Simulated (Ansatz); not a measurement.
`NC1=CC1` + H₂ → `C1=CC1` + NH₃ at 400 K and 1 bar (hydrogenolysis of a C–N bond).

Isolated molecules relaxed with PBE0-D4/def2-TZVP in Ansatz; ΔE leaves out vibrations. CBS: MP2 limit from def2 TZ/QZ plus the TZ coupled-cluster correction, frozen cores. This one scheme is used for every species. One conformer a species, not always the lowest.

| species | CCSD(T)/CBS energy (Eh) | H − E (kJ/mol) | S (J/(mol·K)) |
| --- | --- | --- | --- |
| `NC1=CC1` | -171.77017 | 217.1 | 302.6 |
| H₂ | -1.17544 | 38.0 | 139.0 |
| `C1=CC1` | -116.45901 | 164.9 | 259.5 |
| NH₃ | -56.50880 | 104.2 | 203.1 |

H − E and S are ideal-gas, rigid-rotor, harmonic terms from PBE0-D4/def2-TZVP, for one conformer and one mirror image of each species. The MP2-based limit puts H₂ 0.8 mEh under its directly extrapolated value; such offsets cancel only in part. 1 Eh = 2625.50 kJ/mol, R = 8.31446 J/(mol·K).

Q: By hand: ΔE, ΔH, ΔS and ΔG.

A: ΔE = (-116.45901) + (-56.50880) − (-171.77017) − (-1.17544) = -0.02220 Eh = -58.3 kJ/mol. Δ(H − E) = 164.9 + 104.2 − 217.1 − 38.0 = 14.0, so ΔH = -44.3 kJ/mol. ΔS = 259.5 + 203.1 − 302.6 − 139.0 = 21.0 J/(mol·K). ΔG = -44.3 − 400 × (21.0)/1000 = -52.7 kJ/mol.

Q: By hand: the equilibrium constant, and the temperature at which ΔG would vanish if ΔH and ΔS stayed fixed.

A: log₁₀ K = −ΔG/(RT ln 10) = 6.9. ΔH and −TΔS have one sign here, so there is no such temperature.

ΔH outweighs TΔS. A doubt of 5 kJ/mol in ΔE shifts log₁₀ K by 0.7 here. Other conformers and mirror images would add mixing entropy, several J/(mol·K) or more a flexible species. These are equilibria of isolated gas molecules and say nothing of rates. Largest T1 diagnostic: 0.011 (customary marks: 0.02 for closed shells, 0.045 for open ones).
